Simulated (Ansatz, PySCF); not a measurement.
This Ansatz (a quantum-chemistry and plane-wave program) input computes a CCSD(T)/cc-pVDZ energy:

Ansatz 0.2 input:
```yaml
crystal:
  periodic: [false, false, false]
  atoms:
    - {symbol: B, position_ang: [-0.00000000, -0.00000000, 0.00000000]}
    - {symbol: F, position_ang: [0.01679907, 1.31515438, 0.03157775]}
    - {symbol: F, position_ang: [1.13083137, -0.67238813, -0.00500122]}
    - {symbol: F, position_ang: [-1.14763045, -0.64276625, -0.02657653]}
basis:
  gaussian:
    orbitals: cc-pVDZ
magnetization: {spin_polarized: false}
correlation: {method: ccsd_t, electrons: outside_noble_gas}
```

Question: Write an input for the same energy in PySCF and say what it gives.

Answer: 
```python
from pyscf import gto, scf, mp, cc as ccmod

mol = gto.M(
    atom='''
    B    -0.00000000   -0.00000000    0.00000000
    F     0.01679907    1.31515438    0.03157775
    F     1.13083137   -0.67238813   -0.00500122
    F    -1.14763045   -0.64276625   -0.02657653
    ''',
    basis='cc-pvdz',
    charge=0,
    spin=0,
    verbose=4,
)

mf = scf.RHF(mol)
mf.conv_tol = 1e-10
mf.max_cycle = 100
mf.kernel()
mp2 = mp.MP2(mf, frozen=4).run()
cc = ccmod.CCSD(mf, frozen=4)
cc.max_cycle = 100
cc.kernel()
et = cc.ccsd_t()
print(f'E(CCSD(T)) = {cc.e_tot + et:.9f}')
```
It gives -323.85540 Eh, and Ansatz -323.85540 Eh, a difference of 0.00 mEh.
